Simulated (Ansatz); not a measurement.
The inner images of a band of AlH3O + H3P (9 atoms, charge 0, multiplicity 1) are given out of order.

Method: RKS B3LYP/6-31G* in Ansatz.

First end point:

```xyz
9
Properties=species:S:1:pos:R:3
Al 0.187 -0.274 0.232
O -0.333 -0.851 1.764
H -1.279 -0.942 1.938
H 1.750 -0.202 0.015
H -0.891 0.087 -0.880
P 0.304 3.345 1.431
H 1.566 2.804 1.055
H -0.324 2.989 0.201
H -0.111 2.156 2.100
```

Last end point:

```xyz
9
Properties=species:S:1:pos:R:3
Al 0.374 0.486 0.235
O -0.397 -0.237 1.997
H -1.270 -0.647 1.875
H 1.768 -0.274 0.125
H -0.869 0.061 -0.681
P 0.380 2.724 1.055
H 1.689 3.119 0.671
H -0.287 3.362 -0.026
H -0.518 0.518 2.604
```

Problem. Put them in order from the first end to the last, with their energies above the first end.
A.
```xyz
9
Properties=species:S:1:pos:R:3
Al 0.384 0.407 0.212
O -0.365 -0.161 1.965
H -1.274 -0.507 1.977
H 1.868 -0.130 0.074
H -0.757 0.123 -0.865
P 0.174 2.629 1.270
H 1.557 2.841 1.075
H -0.311 3.067 0.018
H -0.407 0.841 2.131
```
B.
```xyz
9
Properties=species:S:1:pos:R:3
Al 0.398 0.294 0.261
O -0.313 -0.197 1.909
H -1.216 -0.556 1.930
H 1.948 0.015 0.125
H -0.657 0.125 -0.914
P 0.021 2.700 1.408
H 1.418 2.772 1.163
H -0.405 2.877 0.063
H -0.325 1.083 1.912
```
C.
```xyz
9
Properties=species:S:1:pos:R:3
Al 0.325 0.049 0.282
O -0.281 -0.426 1.848
H -1.234 -0.557 1.951
H 1.895 0.003 0.100
H -0.714 0.165 -0.912
P 0.055 2.874 1.475
H 1.431 2.694 1.155
H -0.388 2.815 0.119
H -0.221 1.493 1.839
```
D.
```xyz
9
Properties=species:S:1:pos:R:3
Al 0.250 -0.152 0.246
O -0.290 -0.659 1.801
H -1.240 -0.684 1.971
H 1.815 -0.128 0.028
H -0.817 0.157 -0.890
P 0.182 3.128 1.464
H 1.500 2.716 1.115
H -0.345 2.889 0.161
H -0.187 1.844 1.960
```
E.
```xyz
9
Properties=species:S:1:pos:R:3
Al 0.368 0.435 0.184
O -0.371 -0.193 1.986
H -1.264 -0.575 1.971
H 1.793 -0.250 0.038
H -0.849 0.072 -0.785
P 0.280 2.629 1.129
H 1.632 3.006 0.939
H -0.268 3.287 0.001
H -0.451 0.700 2.392
```

Solution. D (+0.03 eV), C (+0.28 eV), B (+1.06 eV), A (+0.54 eV), E (+0.21 eV).

Run time: 5.6 min on 1 thread of Arm Neoverse V1, with other jobs on the host, peak memory 0.12 GiB.
